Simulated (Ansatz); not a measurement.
Input file:

```yaml
crystal:
  periodic: [false, false, false]
  atoms:
    - {symbol: Si, position_ang: [0.000000, 0.000000, 0.795999]}
    - {symbol: N, position_ang: [0.000000, 0.000000, -1.809001]}
    - {symbol: H, position_ang: [0.000000, 1.301958, 1.479304]}
    - {symbol: H, position_ang: [0.000000, -1.301958, 1.479304]}
basis:
  gaussian: {orbitals: def2-SVPD}
magnetization: {spin_polarized: false, initial_magnetization: 3}
correlation: {method: sc_nevpt2, electrons: outside_noble_gas, active_space: {window: {electrons: 2, orbitals: 200}}}
```

```sh
$ ansatz run in.yaml --threads 1 --pin off --events-out ev --progress --plain --max-ram 2393MiB
```

(1) One thing in this input was set wrong on purpose, beside settings that are merely unusual. What is the gravest fault, and what does the program do?

Answers

(1) Impossible active window. How the run ends: stopped by an error.
```
582 factors; integrals over basis functions are off by at most 1.1e-3 eV
mean field evaluation 1: about -9364.7667 eV, gradient 1.1e1 eV
mean field evaluation 2: about -9364.7709 eV, gradient 1.1e1 eV
mean field evaluation 4: about -9365.7027 eV, gradient 1.1e0 eV
mean field evaluation 8: about -9365.7194 eV, gradient 1.9e-1 eV
mean field evaluation 16: about -9362.6223 eV, gradient 1.6e1 eV
mean field evaluation 32: about -9362.3822 eV, gradient 4.3e0 eV
mean field evaluation 64: about -9364.0553 eV, gradient 2.3e-6 eV
mean field evaluation 96: about -9363.1904 eV, gradient 3.1e-1 eV
mean field -9366.31528219 eV, -344.2057379038 hartree, gradient 1.5e-6 eV, S^2 3.750000; 6 other end points of the search recorded, 0 dependent functions left out
reference -9366.31528219 eV, -344.2057379038 hartree; 13, 10 occupied and 47, 50 virtual orbitals, 582 factors
Error: 2 electrons in 200 orbitals form no window around the highest filled level of the reference
```
